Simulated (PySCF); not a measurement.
Can point charges reproduce the dipole moment of `C(C)(=O)CCC`?

Coordinates (GFN2-xTB, Å) and charges (e) from the PBE0/pcSseg-1 density (PySCF):

```json
{"atom": "C1", "x": "-2.390", "y": "0.286", "z": "0.549", "Mulliken": "-0.2529", "IAO": "-0.4172", "Hirshfeld": "-0.1176", "ESP-fitted": "-0.4358"}
{"atom": "C2", "x": "-1.236", "y": "-0.473", "z": "-0.092", "Mulliken": "-0.2676", "IAO": "-0.2450", "Hirshfeld": "-0.0694", "ESP-fitted": "+0.3162"}
{"atom": "C3", "x": "0.101", "y": "0.232", "z": "0.125", "Mulliken": "-0.2801", "IAO": "-0.3138", "Hirshfeld": "-0.0760", "ESP-fitted": "-0.3703"}
{"atom": "C4", "x": "1.255", "y": "-0.513", "z": "-0.512", "Mulliken": "+0.1428", "IAO": "+0.3978", "Hirshfeld": "+0.1764", "ESP-fitted": "+0.7720"}
{"atom": "C5", "x": "2.603", "y": "0.144", "z": "-0.325", "Mulliken": "-0.2470", "IAO": "-0.4811", "Hirshfeld": "-0.1259", "ESP-fitted": "-0.6540"}
{"atom": "O6", "x": "1.116", "y": "-1.544", "z": "-1.117", "Mulliken": "-0.3550", "IAO": "-0.4112", "Hirshfeld": "-0.2280", "ESP-fitted": "-0.5547"}
{"atom": "H7", "x": "-2.476", "y": "1.285", "z": "0.125", "Mulliken": "+0.1050", "IAO": "+0.1336", "Hirshfeld": "+0.0370", "ESP-fitted": "+0.1031"}
{"atom": "H8", "x": "-3.327", "y": "-0.239", "z": "0.381", "Mulliken": "+0.1184", "IAO": "+0.1436", "Hirshfeld": "+0.0424", "ESP-fitted": "+0.0989"}
{"atom": "H9", "x": "-2.238", "y": "0.381", "z": "1.623", "Mulliken": "+0.1050", "IAO": "+0.1336", "Hirshfeld": "+0.0370", "ESP-fitted": "+0.1013"}
{"atom": "H10", "x": "-1.409", "y": "-0.575", "z": "-1.165", "Mulliken": "+0.1275", "IAO": "+0.1418", "Hirshfeld": "+0.0364", "ESP-fitted": "-0.0307"}
{"atom": "H11", "x": "-1.175", "y": "-1.479", "z": "0.325", "Mulliken": "+0.1274", "IAO": "+0.1417", "Hirshfeld": "+0.0364", "ESP-fitted": "-0.0286"}
{"atom": "H12", "x": "0.306", "y": "0.336", "z": "1.194", "Mulliken": "+0.1378", "IAO": "+0.1465", "Hirshfeld": "+0.0474", "ESP-fitted": "+0.0889"}
{"atom": "H13", "x": "0.070", "y": "1.241", "z": "-0.295", "Mulliken": "+0.1377", "IAO": "+0.1465", "Hirshfeld": "+0.0475", "ESP-fitted": "+0.0899"}
{"atom": "H14", "x": "2.827", "y": "0.232", "z": "0.735", "Mulliken": "+0.1326", "IAO": "+0.1595", "Hirshfeld": "+0.0535", "ESP-fitted": "+0.1638"}
{"atom": "H15", "x": "3.374", "y": "-0.448", "z": "-0.810", "Mulliken": "+0.1360", "IAO": "+0.1644", "Hirshfeld": "+0.0491", "ESP-fitted": "+0.1771"}
{"atom": "H16", "x": "2.590", "y": "1.143", "z": "-0.754", "Mulliken": "+0.1324", "IAO": "+0.1594", "Hirshfeld": "+0.0535", "ESP-fitted": "+0.1629"}
```

**Question.** What dipole does each set of charges give (1 e·Å = 4.803 D), and what does the density give?

**Answer.** The full density gives (0.23, 2.37, 1.41) D, 2.77 D in size; dipole vectors point from the negative to the positive end.

```csv
scheme,μx,μy,μz,size (D),share of the full size (%),angle to the full dipole (°)
Mulliken,0.28,3.13,1.86,3.65,132,0
IAO,0.27,2.69,1.59,3.13,113,0
Hirshfeld,0.30,1.58,0.91,1.85,67,5
ESP-fitted,0.21,2.40,1.43,2.80,101,0
```

**Question.** Which set comes closest?

**Answer.** Length of the difference vector: ESP-fitted 0.04 D, IAO 0.37 D, Mulliken 0.88 D, Hirshfeld 0.94 D. Closest: ESP-fitted. 

**Question.** What is left for the Hirshfeld atoms' own dipoles?

**Answer.** The shares of the density sum to the whole, so what Σ q r misses lies in dipoles about the nuclei. The atomic dipoles sum to (0.23, 2.37, 1.41) − (0.30, 1.58, 0.91) = (-0.07, 0.79, 0.50) D, 0.94 D in size.

**Question.** With the origin at the mean of the coordinates, (0.000, 0.001, -0.001) Å, which are the largest single terms, by size, of the Mulliken dipole along the direction of the full one?

**Answer.** O6 +3.07, H10 -0.74, H11 -0.73, C2 +0.71, H12 +0.61 D; all 16 atoms together +3.65 D. The single terms depend on the origin, their sum doesn't.

**Question.** Give the size of the full dipole in other units.

**Answer.** 2.77 D = 1.089 au = 0.576 e·Å = 9.23 × 10⁻³⁰ C·m.

The structure is a single GFN2-xTB conformer in the gas phase; no vibrational or solvent corrections.

Shape of the structure used: `[CH3:1][CH2:2][CH2:3][C:4]([CH3:5])=[O:6]`: C1–C2–C3–C4 180°, C2–C3–C4–C5 180°.
